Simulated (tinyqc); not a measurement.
Starting guesses with plain Roothaan steps: SCF starting guesses in the sto-3g basis, for CH2, spin multiplicity 3. Computed by the program tinyqc with PySCF. UHF with one setting changed at a time; a run stops when the energy changes by less than 1e-09 hartree and the error matrix is below 1e-5. Starts: the lowest orbitals of the core Hamiltonian, of the Wolfsberg-Helmholz matrix (K = 1.75), projected atomic densities, random orbitals, and the highest orbitals of the core Hamiltonian (a deliberately bad start).

Geometry (angstrom):

| atom | x | y | z |
|---|---|---|---|
| C | 0.0000 | 0.0000 | 0.0000 |
| H | 0.0000 | 1.2430 | 0.8030 |
| H | 0.0000 | -1.2430 | 0.8030 |

lowest solution found by these runs and by PySCF with stability checks = -38.284361 hartree

Largest element of the error matrix X^T (FDS - SDF) X:

| iteration | core | Wolfsberg-Helmholz | atomic densities | random | highest core orbitals |
|---|---|---|---|---|---|
| 1 | 2.1e-01 | 2.2e-01 | 2.4e-01 | 4.5e+00 | 1.5e-01 |
| 2 | 1.0e-01 | 5.2e-02 | 4.4e-02 | 2.4e-01 | 2.2e-01 |
| 3 | 2.3e-02 | 1.7e-02 | 2.7e-02 | 1.6e-01 | 1.6e-01 |
| 4 | 7.7e-03 | 8.2e-03 | 1.5e-02 | 3.2e-02 | 3.6e-02 |
| 5 | 3.5e-03 | 4.1e-03 | 8.0e-03 | 1.5e-02 | 1.3e-02 |
| 6 | 2.8e-03 | 2.0e-03 | 5.3e-03 | 8.3e-03 | 5.5e-03 |
| 8 | 1.7e-03 | 5.5e-04 | 3.7e-03 | 2.6e-03 | 1.7e-03 |
| 10 | 1.3e-03 | 3.3e-04 | 3.0e-03 | 1.6e-03 | 6.8e-04 |
| 14 | 8.2e-04 | 1.9e-04 | 2.0e-03 | 1.2e-03 | 2.3e-04 |
| 20 | 4.3e-04 | 1.0e-04 | 1.0e-03 | 7.5e-04 | 1.1e-04 |
| 30 | 1.5e-04 | 3.4e-05 | 3.6e-04 | 3.6e-04 | 3.7e-05 |
| 45 | 3.0e-05 | 6.8e-06 | 7.2e-05 | 1.2e-04 | 7.3e-06 |
| 60 | - | - | 1.4e-05 | 4.0e-05 | - |

How each run ends:

| run | iterations | E (hartree) | state |
|---|---|---|---|
| core | 59 | -38.28436 | lowest found |
| Wolfsberg-Helmholz | 46 | -38.28436 | lowest found |
| atomic densities | >60 | -38.28436 | falls steadily but slowly, by a factor of about 0.90 a step |
| random | >60 | -38.28436 | falls steadily but slowly, by a factor of about 0.93 a step |
| highest core orbitals | 46 | -38.28436 | lowest found |

What does the comparison show, and why?

3 of 5 runs reach the lowest solution found, in 46 to 59 iterations (fastest: Wolfsberg-Helmholz, highest core orbitals). Not converged: atomic densities, random. The first errors are 2e-01, 2e-01, 2e-01, 4e+00, 1e-01.
